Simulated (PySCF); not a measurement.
PySCF input (HF/pcSseg-1):

```python
import numpy as np, basis_set_exchange as bse
from pyscf import gto, scf, dft, df
from pyscf.prop.nmr import rhf as nmr

basis = {'C': gto.basis.parse(bse.get_basis('pcSseg-1', elements=['C'], fmt='nwchem')), 'H': gto.basis.parse(bse.get_basis('pcSseg-1', elements=['H'], fmt='nwchem')), 'N': gto.basis.parse(bse.get_basis('pcSseg-1', elements=['N'], fmt='nwchem'))}
mol = gto.M(
    atom='''
    C    -0.00000000   -0.00000000   -0.73641303
    N     0.00000000    0.00000000    0.42763309
    H     0.00000000    0.00000000    1.42504654
    ''',
    basis=basis,
    charge=0,
    verbose=4,
    max_memory=1839,
)
mf = scf.RHF(mol)
mf.conv_tol = 1e-9
mf.max_cycle = 100
print('smallest overlap eigenvalue', np.linalg.eigvalsh(mol.intor('int1e_ovlp'))[0])
mf.kernel()
dip = mf.dip_moment()
n = nmr.NMR(mf)
n.verbose = 2
n.max_cycle_cphf = 60
sigma = n.kernel()
for i, x in enumerate(sigma):
    print(mol.atom_symbol(i), i + 1, round(x.trace() / 3, 3))
```

Output:

```
PySCF version 2.14.0

[INPUT] verbose = 4
[INPUT] num. atoms = 3
[INPUT] num. electrons = 14
[INPUT] charge = 0
[INPUT] spin (= nelec alpha-beta = 2S) = 0
[INPUT] symmetry False subgroup None
[INPUT] Mole.unit = angstrom
[INPUT] Symbol           X                Y                Z      unit          X                Y                Z       unit  Magmom
[INPUT]  1 C      0.000000000000   0.000000000000  -0.736413030000 AA    0.000000000000   0.000000000000  -1.391618941261 Bohr   0.0
[INPUT]  2 N      0.000000000000   0.000000000000   0.427633090000 AA    0.000000000000   0.000000000000   0.808109421901 Bohr   0.0
[INPUT]  3 H      0.000000000000   0.000000000000   1.425046540000 AA    0.000000000000   0.000000000000   2.692947675359 Bohr   0.0

nuclear repulsion = 24.2760571793619
number of shells = 17
number of NR pGTOs = 66
number of NR cGTOs = 39
basis = {'C': [[0, [1243.2, 0.00603366], [187.145, 0.0449576], [42.5126, 0.197901], [11.7393, 0.5], [3.50548, 0.480364]], [0, [5.39089, -0.070398], [0.493341, 0.5]], [0, [0.149741, 1.0]], [1, [59.6736, 0.00629939], [9.18056, 0.0924897], [1.93658, 0.5]], [1, [0.526296, 1.0]], [1, [0.136319, 1.0]], [2, [0.8, 1.0]]], 'H': [[0, [12.2518, 0.0233371], [1.86871, 0.15915], [0.418208, 0.5]], [0, [0.1061, 1.0]], [1, [9.0, 0.020378], [1.0, 0.5]]], 'N': [[0, [1726.32, 0.00593077], [259.827, 0.0442539], [59.0335, 0.196096], [16.3509, 0.5], [4.91084, 0.482987]], [0, [7.75894, -0.0703356], [0.705573, 0.5]], [0, [0.209286, 1.0]], [1, [85.6986, 0.0061563], [13.1844, 0.092201], [2.8186, 0.5]], [1, [0.765571, 1.0]], [1, [0.195949, 1.0]], [2, [0.9, 1.0]]]}
ecp = {}
smallest overlap eigenvalue 0.007097473958250432

******** <class 'pyscf.scf.hf.RHF'> ********
method = RHF
initial guess = minao
damping factor = 0
level_shift factor = 0
DIIS = <class 'pyscf.scf.diis.CDIIS'>
diis_start_cycle = 1
diis_space = 8
diis_damp = 0
SCF conv_tol = 1e-09
SCF conv_tol_grad = None
SCF max_cycles = 100
direct_scf = True
direct_scf_tol = 1e-13
Set gradient conv threshold to 3.16228e-05
Initial guess from minao.
init E= -92.9586319939363
  HOMO = -0.341742732843382  LUMO = 0.0887838011103885  gap/eV = 11.71522
cycle= 1 E= -92.8287563510333  delta_E= 0.13  |g|= 0.219  |ddm|= 1.57
  HOMO = -0.492092787569232  LUMO = 0.140095922194919  gap/eV = 17.20273
cycle= 2 E= -92.8442112213897  delta_E= -0.0155  |g|= 0.0554  |ddm|= 0.216
  HOMO = -0.487076200020346  LUMO = 0.152474202955184  gap/eV = 17.40305
cycle= 3 E= -92.8453638762216  delta_E= -0.00115  |g|= 0.0234  |ddm|= 0.0896
  HOMO = -0.487531133305685  LUMO = 0.150674161907761  gap/eV = 17.36645
cycle= 4 E= -92.8455115302581  delta_E= -0.000148  |g|= 0.00899  |ddm|= 0.0211
  HOMO = -0.489789595277982  LUMO = 0.15114883462672  gap/eV = 17.44082
cycle= 5 E= -92.8455350841266  delta_E= -2.36e-05  |g|= 0.00148  |ddm|= 0.0135
  HOMO = -0.489188537274046  LUMO = 0.15088651757497  gap/eV = 17.41733
cycle= 6 E= -92.8455362277996  delta_E= -1.14e-06  |g|= 0.000588  |ddm|= 0.00265
  HOMO = -0.489310823579827  LUMO = 0.150917053117609  gap/eV = 17.42149
cycle= 7 E= -92.8455363337071  delta_E= -1.06e-07  |g|= 9.72e-05  |ddm|= 0.00103
  HOMO = -0.48932993087526  LUMO = 0.150931100129991  gap/eV = 17.42239
cycle= 8 E= -92.8455363363446  delta_E= -2.64e-09  |g|= 1.02e-05  |ddm|= 0.000138
  HOMO = -0.489330252218831  LUMO = 0.150932545571691  gap/eV = 17.42244
cycle= 9 E= -92.8455363363873  delta_E= -4.27e-11  |g|= 1.55e-06  |ddm|= 2.27e-05
  HOMO = -0.489330503969032  LUMO = 0.150932748392979  gap/eV = 17.42245
Extra cycle  E= -92.8455363363883  delta_E= -1.04e-12  |g|= 6.05e-07  |ddm|= 3.38e-06
converged SCF energy = -92.8455363363883
Dipole moment(X, Y, Z, Debye): -0.00000, -0.00000,  2.79366
C 1 0.941
N 2 93.148
H 3 27.989
```
